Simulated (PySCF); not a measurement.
# Ionisation of 2-fluoropropane

Molecule: 2-fluoropropane, `CC(C)F` (C3H7F). Numbering: `[CH3:1][CH:2]([CH3:3])[F:4]`

Energies: ωB97X-D3(BJ)/ma-def2-TZVP (PySCF, density fitting, integration grid level 2) on PBE0-D3(BJ)/def2-SVP structures. The prefix ma- adds one diffuse s and one diffuse p function on all atoms but H. Thermal corrections: PBE0-D3(BJ)/def2-SVP frequencies, unscaled, ideal gas at 298.15 K and 1 bar, quasi-RRHO entropy.

Frontier levels of the parent: HOMO -11.74 eV, LUMO 1.23 eV.

Oxidation to the radical cation:
```
Vertical ionisation energy (electronic)              : 11.84 eV
Adiabatic ionisation energy (with zero-point energy) : 10.95 eV
Adiabatic, electronic part                           : 11.12 eV
Vertical gap at the product's structure              : 9.90 eV
Inner reorganisation energy (four-point)             : 1942 meV
Relaxation of product / of parent                    : 723 / 1219 meV
⟨S²⟩ of the product                                  : 0.753
Largest spin populations                             : C2 0.28, C1 0.27, H (on C2) 0.18, F4 0.14
Largest changes of atomic charge                     : F4 0.20, H (on C2) 0.17, C2 0.12, H (on C1) 0.11
Distances that move most (Å)                         : C1–C2 1.512 → 1.613; C2–F4 1.386 → 1.306; C2–H 1.106 → 1.159; C2–C3 1.511 → 1.466
Potential in water                                   : 8.25 V absolute, 3.73 V against Fc+/Fc computed at 4.52 V (solvation -12 → -270 kJ/mol)
```

Solvents are IEF-PCM continua (electrostatics only, gas-phase structures); absolute potentials refer to an electron at rest in vacuum. Fc+/Fc in water, 4.52 V, is ωB97X-D3(BJ)/ma-def2-TZVP on PBE0-D3(BJ)/def2-SVP structures with GFN2-xTB thermal terms. Benchmark calculations put it near 5.0 V in acetonitrile and DMSO, so it is about 0.5 V low, and the value against it can read up to that much too high.

Measured values (NIST Chemistry WebBook, evaluated or the median of agreeing entries): adiabatic ionisation energy 11.08 eV (computed 10.95, difference -0.13).

Note: C1 and C3 are equivalent in the parent, but the relaxed radical cation is symmetry-broken (Cs to C1), which is often an artefact of the method; its spin populations, distances and adiabatic value belong to that structure.
